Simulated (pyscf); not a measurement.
Thermochemistry of product channels of Cl–AlH–Cl + H• on the doublet surface, in eV, from ωB97M-D3(BJ)/def2-TZVP energies (ideal gas, 1 atm, RRHO with modes under 100 cm⁻¹ raised to 100, one conformer, R ln 2 for rigid chiral ones). Single points on ωB97X-D3(BJ)/def2-SVP structures (PySCF, gas phase).

| products | ΔE | ΔH(298 K) | ΔG(298 K) | ΔG(900 K) |
|---|---|---|---|---|
| Cl• + H₂Al–Cl | … | +1.51 | +1.48 | +1.46 |
| HCl + [HAl–Cl]• | +0.64 | +0.74 | +0.60 | +0.39 |
| [Cl–Al–Cl]• + H₂ | … | -0.77 | -0.82 | … |

**Question.** Some entries are withheld; supply them.

**Answer.** 
- Cl• + H₂Al–Cl, ΔE: +1.40
- [Cl–Al–Cl]• + H₂, ΔE: -0.85
- [Cl–Al–Cl]• + H₂, ΔG(900 K): -0.91

These are energies of the channels, which say nothing of barriers. Left out: orbital degeneracy and the spin-orbit lowering of Cl.
